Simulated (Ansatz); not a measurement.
# C4H9Cl: the cost of one run

The runs use Ansatz 0.2.0, Gaussian basis; the settings change from run to run.

## 1. The relaxed structure

The geometry comes from an earlier relaxation with PBE0-D4 in a triple-zeta def2 set; it is a stationary point, not always the lowest conformer.

SMILES `CC(C)(C)Cl`, 14 atoms, charge 0, spin multiplicity 1.

Atoms are counted from 1 here; the program's logs count them from 0.

Bond lengths: C1–C2 1.516 Å, C1–H6 1.091 Å, C1–H7 1.091 Å, C1–H8 1.094 Å, C2–C3 1.516 Å, C2–C4 1.516 Å, C2–Cl5 1.821 Å, C3–H9 1.091 Å, C3–H10 1.091 Å, C3–H11 1.094 Å, C4–H12 1.094 Å, C4–H13 1.091 Å, C4–H14 1.091 Å. Angles: C2–C1–H6 111.0°, C2–C1–H7 111.0°, C2–C1–H8 109.4°, H6–C1–H7 108.5°, H6–C1–H8 108.5°, H7–C1–H8 108.5°, C1–C2–C3 111.5°, C1–C2–C4 111.5°, C1–C2–Cl5 107.3°, C3–C2–C4 111.5°, C3–C2–Cl5 107.3°, C4–C2–Cl5 107.3°, C2–C3–H9 111.0°, C2–C3–H10 111.0°, C2–C3–H11 109.4°, H9–C3–H10 108.5°, H9–C3–H11 108.5°, H10–C3–H11 108.5° and more.

As a file:

```
C    -1.3268    0.5485    0.2187
C     0.1179    0.2724   -0.1479
C     0.9676    0.0274    1.0833
C     0.2324   -0.8685   -1.1394
Cl    0.7650    1.7663   -0.9641
H    -1.4014    1.3972    0.8999
H    -1.9208    0.7642   -0.6705
H    -1.7506   -0.3309    0.7133
H     0.9107    0.8720    1.7713
H     2.0124   -0.1290    0.8117
H     0.6070   -0.8664    1.6016
H    -0.1484   -1.7869   -0.6821
H     1.2715   -1.0319   -1.4282
H    -0.3495   -0.6638   -2.0390
```

## 2. wPBEh/def2-SVPD

Options: unrestricted orbitals.

Input file in.yaml:

```yaml
crystal:
  periodic: [false, false, false]
  atoms:
    - {symbol: C, position_ang: [-1.326809, 0.548483, 0.218676]}
    - {symbol: C, position_ang: [0.117873, 0.272351, -0.147869]}
    - {symbol: C, position_ang: [0.967564, 0.027373, 1.083284]}
    - {symbol: C, position_ang: [0.232399, -0.868516, -1.139350]}
    - {symbol: Cl, position_ang: [0.764965, 1.766278, -0.964070]}
    - {symbol: H, position_ang: [-1.401378, 1.397224, 0.899866]}
    - {symbol: H, position_ang: [-1.920793, 0.764231, -0.670468]}
    - {symbol: H, position_ang: [-1.750573, -0.330897, 0.713315]}
    - {symbol: H, position_ang: [0.910743, 0.872006, 1.771269]}
    - {symbol: H, position_ang: [2.012437, -0.128959, 0.811721]}
    - {symbol: H, position_ang: [0.606979, -0.866402, 1.601647]}
    - {symbol: H, position_ang: [-0.148436, -1.786895, -0.682073]}
    - {symbol: H, position_ang: [1.271541, -1.031876, -1.428213]}
    - {symbol: H, position_ang: [-0.349512, -0.663800, -2.039033]}
basis:
  gaussian: {orbitals: def2-SVPD}
magnetization: {spin_polarized: true, initial_magnetization: 0}
hamiltonian: {xc: {name: wPBEh}}
output: {forces: true}
```

Run with:

```
> ansatz run in.yaml --threads 4 --pin off --events-out ev --progress --plain --max-ram 10444MiB
```

**Question.** How long does this run take on 4 threads of Intel Xeon 6975P-C, shared host, and how much memory does it need?

About 3.3 s, with a peak of 0.66 GiB.
